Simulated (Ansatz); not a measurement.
**CH$_{6}$Si, singlet in cc-pV(D+d)Z: errors against RCCSDTQ**

Geometry: MP2(full)/6-31G*, from the G2/97 set.

```xyz
8

C     0.0000    0.0000   -1.2762
Si    0.0000    0.0000    0.6040
H     0.0000   -1.0198   -1.6681
H    -0.8831    0.5099   -1.6681
H     0.8831    0.5099   -1.6681
H     0.0000    1.3912    1.1270
H    -1.2048   -0.6956    1.1270
H     1.2048   -0.6956    1.1270
```

Basis cc-pV(D+d)Z; Ansatz 0.2.0. Correlated methods freeze the noble-gas cores, which leaves 14 electrons in 61 orbitals. R marks a restricted (for open shells ROHF) determinant.

Full CI isn't at hand for all of this; RCCSDTQ serves as the reference, and is uncertain by about the last step of the cluster series.

* UHF ⟨S²⟩: 0.000
* T1 diagnostic (RCCSD): 0.0088
* largest doubles amplitude (RCCSD): 0.028

```csv
level,E − E(RCCSDTQ) (kcal/mol),share of correlation (%),wall time
RHF,194.58,0.00,–
RMP2,32.24,83.43,–
RCCSD,5.16,97.35,–
RCCSD(T),0.75,99.61,1.1 s
RCCSDT,0.20,99.89,–
RCCSDT(Q),0.00,100.00,9.5 s (H100)
```

The correlation energy at RCCSDTQ, counted from RHF, is -8.438 eV. That run took 52 s on 5 threads of AMD EPYC 7R13 with a whole H100 80 GB, shared host.

Times hold each run's SCF and search for its determinant on a shared host, so for small cases they say little of a method's own cost; rows without a card ran on 1 thread of AMD EPYC 7R13.

Atomization energy (electronic, same basis, no zero-point term; atoms at the same level, unrestricted beside the R rows where the molecule is a closed shell, with restricted open-shell steps beyond CCSDT(Q)) at RCCSDTQ: 2457.3 kJ/mol. Errors of other levels:

```json
{"level": "RHF", "error (kJ/mol)": "-444.3"}
{"level": "RMP2", "error (kJ/mol)": "-20.5"}
{"level": "RCCSD", "error (kJ/mol)": "-14.2"}
{"level": "RCCSD(T)", "error (kJ/mol)": "-1.0"}
{"level": "RCCSDT", "error (kJ/mol)": "-0.7"}
{"level": "RCCSDT(Q)", "error (kJ/mol)": "0.0"}
```

This basis is far from its limit, so the value isn't to be set against a measured one.
